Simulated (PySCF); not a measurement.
# One shape, several levels: SiH3F (SMILES F[SiH3])

Wanted: a comparison of 5 runs (HF/STO-3G, HF/3-21G, CAM-B3LYP/6-31+G*, SVWN5/6-311G**, MP2/def2-TZVP) of SiH3F. 

Program for the calculation: PySCF 2.14.0.

### Step 1. The structure to begin with

SiH3F: 5 atoms, total charge 0, spin state singlet. As SMILES, `F[SiH3]`. Geometry: relaxed at PBE0-D4/def2-TZVP.

Bond lengths: F1–Si2 1.600 Å, Si2–H3 1.482 Å, Si2–H4 1.482 Å, Si2–H5 1.482 Å. Angles: F1–Si2–H3 108.3°, F1–Si2–H4 108.3°, F1–Si2–H5 108.3°, H3–Si2–H4 110.6°, H3–Si2–H5 110.6°, H4–Si2–H5 110.6°.

### Step 2. Energy and gradient at HF/STO-3G (run 1)

The input, run.py:

```python
# F[SiH3]
import pyscf.grad
from pyscf import gto

mol = gto.M(
    atom='''
F     -1.274600     0.162800     0.858000
Si     0.043300    -0.019300    -0.030700
H     -0.367800    -0.192600    -1.443700
H      0.768600    -1.217900     0.451600
H      0.880500     1.193400     0.123400
''',
    max_memory=1860,
    verbose=4,
    spin=0,
    basis='sto-3g',
)

mf = mol.RHF()
mf.conv_tol = 1e-10
mf.kernel()
if not mf.converged:
    mf = mf.newton().run(mf.mo_coeff, mf.mo_occ)

etot = mf.e_tot
print('E(%s) = %.9f' % ('HF', etot))
grad = mf.Gradients().kernel()
dip = mf.dip_moment()
pop, q = mf.mulliken_pop()
```

Run with:

```bash
$ OMP_NUM_THREADS=1 python run.py
```

The program printed:

```text
PySCF version 2.14.0

[... 53 lines left out ...]
converged SCF energy = -385.385473818315
[... 12 lines left out ...]
Dipole moment(X, Y, Z, Debye):  0.85823, -0.11844, -0.57856
[... 23 lines left out ...]
charge of    4H =     -0.16369
```

Wall time 2 s (1 thread of Intel Xeon at 2.50GHz (Skylake/Cascade Lake), shared host); peak memory 0.11 GiB.

### Step 3. Energy and forces at HF/3-21G (run 2)

The input, mol.xyz:

```xyz
5

F     -1.274600     0.162800     0.858000
Si     0.043300    -0.019300    -0.030700
H     -0.367800    -0.192600    -1.443700
H      0.768600    -1.217900     0.451600
H      0.880500     1.193400     0.123400
```

The input, job.py:

```python
from pyscf import gto

system = gto.Mole()
system.atom = 'mol.xyz'
system.max_memory = 1860
system.basis = '3-21g'
system.verbose = 3
system.charge = 0
system.build()

mf = system.RHF()
mf.conv_tol = 1e-10
mf.kernel()
if not mf.converged:
    mf = mf.newton().run(mf.mo_coeff, mf.mo_occ)

energy = mf.e_tot
print('Final energy', energy)
grad = mf.nuc_grad_method().kernel()
mf.analyze()
```

Run with:

```bash
$ OMP_NUM_THREADS=1 python job.py
```

The program printed:

```text
converged SCF energy = -388.072906568333
Final energy -388.07290656833254
--------------- RHF gradients ---------------
         x                y                z
0 F     0.0249868388    -0.0034545710    -0.0168514693
1 Si    -0.0200202972     0.0027798175     0.0135453678
2 H    -0.0027491078     0.0000572051    -0.0004974144
3 H    -0.0011855032    -0.0013384435     0.0021254486
4 H    -0.0010319307     0.0019559919     0.0016780673
----------------------------------------------
**** MO energy ****
MO #1   energy= -68.3518469201482  occ= 2
MO #2   energy= -26.1267798237201  occ= 2
MO #3   energy= -6.15948413670738  occ= 2
MO #4   energy= -4.25557429954832  occ= 2
MO #5   energy= -4.25528322984642  occ= 2
MO #6   energy= -4.25528268796982  occ= 2
MO #7   energy= -1.55614043402522  occ= 2
MO #8   energy= -0.766772031243282 occ= 2
MO #9   energy= -0.63634112369583  occ= 2
MO #10  energy= -0.636339226916604 occ= 2
MO #11  energy= -0.616075506538949 occ= 2
MO #12  energy= -0.4874677315106   occ= 2
MO #13  energy= -0.48744984791725  occ= 2
MO #14  energy= 0.150443125065979  occ= 0
MO #15  energy= 0.221014208253089  occ= 0
MO #16  energy= 0.221030473618649  occ= 0
MO #17  energy= 0.28386035781619   occ= 0
MO #18  energy= 0.422155984673894  occ= 0
MO #19  energy= 0.457976241515802  occ= 0
MO #20  energy= 0.457977566209182  occ= 0
MO #21  energy= 0.623949712927401  occ= 0
MO #22  energy= 1.30248754140159   occ= 0
MO #23  energy= 1.33227998678138   occ= 0
MO #24  energy= 1.33229551466615   occ= 0
MO #25  energy= 2.29764743510852   occ= 0
MO #26  energy= 2.29765565011634   occ= 0
MO #27  energy= 2.44623395325099   occ= 0
MO #28  energy= 3.73477301546921   occ= 0
 ** Mulliken atomic charges  **
charge of    0F =     -0.48504
charge of    1Si =      0.86472
charge of    2H =     -0.12656
charge of    3H =     -0.12656
charge of    4H =     -0.12656
Dipole moment(X, Y, Z, Debye):  1.51854, -0.20964, -1.02368
```

Run time: 2.1 s. Hardware: 1 thread of Intel Xeon at 2.50GHz (Skylake/Cascade Lake), shared host; peak memory 0.12 GiB.

Runs 3 to 4 aren't shown in full; the table further down has their settings and results.

### Step 4. Energy and gradient at MP2/def2-TZVP (run 5)

The input, calc.py:

```python
from pyscf import gto, scf, mp

mol = gto.Mole()
mol.atom = [
    ('F', (-1.274600, 0.162800, 0.858000)),
    ('Si', (0.043300, -0.019300, -0.030700)),
    ('H', (-0.367800, -0.192600, -1.443700)),
    ('H', (0.768600, -1.217900, 0.451600)),
    ('H', (0.880500, 1.193400, 0.123400)),
]
mol.basis = 'def2-tzvp'
mol.verbose = 4
mol.max_memory = 1860
mol.spin = 0
mol.build()

myscf = scf.RHF(mol)
myscf.conv_tol = 1e-10
myscf.kernel()
if not myscf.converged:
    myscf = myscf.newton().run(myscf.mo_coeff, myscf.mo_occ)

pt = mp.MP2(myscf, frozen=6).run()
e_final = pt.e_tot
print('E = %.10f Eh' % e_final)
grad = pt.nuc_grad_method().kernel()
myscf.analyze()
```

Run with:

```bash
$ OMP_NUM_THREADS=1 python calc.py
```

The program printed:

```text
PySCF version 2.14.0

[... 79 lines left out ...]
Two-electron Energy =                  214.506043933479873
[... 12 lines left out ...]
MO #9   energy= -0.668447273960259 occ= 2
[... 10 lines left out ...]
MO #20  energy= 0.316472520462395  occ= 0
[... 10 lines left out ...]
MO #31  energy= 0.844700227843284  occ= 0
[... 10 lines left out ...]
MO #42  energy= 1.32004562561515   occ= 0
[... 10 lines left out ...]
MO #53  energy= 2.20299710234438   occ= 0
[... 10 lines left out ...]
MO #64  energy= 3.11867348197251   occ= 0
[... 10 lines left out ...]
MO #75  energy= 7.40484978549022   occ= 0
[... 10 lines left out ...]
MO #86  energy= 58.6586464002401   occ= 0
[... 94 lines left out ...]
Dipole moment(X, Y, Z, Debye):  1.17981, -0.16286, -0.79530
```

Run time: 22 s. Hardware: 1 thread of Intel Xeon at 2.50GHz (Skylake/Cascade Lake), shared host; peak memory 0.8 GiB.

### Step 5. The series

| run | level | integration grid | frozen core orbitals | energy (Eh) | dipole moment (D) of the reference | HOMO energy (eV) | LUMO energy (eV) | wall time |
| --- | --- | --- | --- | --- | --- | --- | --- | --- |
| 1 | HF/STO-3G | – | – | -385.385474 | 1.04 | -10.43 | 13.48 | 2 s |
| 2 | HF/3-21G | – | – | -388.072907 | 1.84 | -13.26 | 4.09 | 2.1 s |
| 3 | CAM-B3LYP/6-31+G* (spherical functions) | 5 | – | -391.148203 | 1.56 | -11.29 | 0.44 | 20 s |
| 4 | SVWN5/6-311G** | 5 | – | -389.389941 | 1.45 | -8.27 | -1.08 | 12 s |
| 5 | MP2/def2-TZVP | – | 6 | -390.604138 | 1.43 | -13.37 | 2.91 | 22 s |

### Step 6. Results

```
                                          quantity          value
                               run 5: total energy  -390.60414 Eh
       run 5: dipole moment (Hartree–Fock density)         1.43 D
        run 5: HOMO energy (Hartree–Fock orbitals)      -13.37 eV
        run 5: LUMO energy (Hartree–Fock orbitals)        2.91 eV
      run 5: HOMO–LUMO gap (Hartree–Fock orbitals)       16.28 eV
run 5: correlation energy (6 core orbitals frozen)     -372.6 mEh
                   run 5: largest force on an atom     0.246 eV/Å
```

Over runs 1, 2, 3, 4 the dipole moment (its size) runs from 1.04 D (HF/STO-3G) to 1.84 D (HF/3-21G). Over runs 1, 2, 3, 4 the HOMO–LUMO gap runs from 7.19 eV (SVWN5/6-311G**) to 23.91 eV (HF/STO-3G). The two ends differ in method and basis. Totals of different functionals can't be ranked against each other. In run 1 the basis is minimal, so the values are rough. All runs together took 58 s, the longest 22 s.
